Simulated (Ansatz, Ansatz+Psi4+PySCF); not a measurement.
```yaml
atoms:
  - { symbol: N, position_ang: [0.0000, 0.0000, 0.5046] }
  - { symbol: F, position_ang: [1.3147, 0.0000, -0.1308] }
  - { symbol: F, position_ang: [-0.6574, 1.1386, -0.1308] }
  - { symbol: F, position_ang: [-0.6574, -1.1386, -0.1308] }
```

Basis set: cc-pVTZ (spherical functions). Left uncorrelated: 4 orbitals. Charge 0, multiplicity 1.

Computed with Ansatz (development build ahead of 0.2.0); each method stands on the lowest determinant of its kind that the runs found. Restricted open shells among the atoms or ions are ROHF, correlated in semicanonical orbitals with singles.

The atomization energy at this shape (free ground-state atoms in the same class of orbitals less the molecule, no zero-point energy) of singlet NF₃:

```csv
method,atomization energy
RHF-MP2,8.55 eV
```

Q: What does RHF give?

A: 0.98 eV. Caution: the shape is not the minimum.
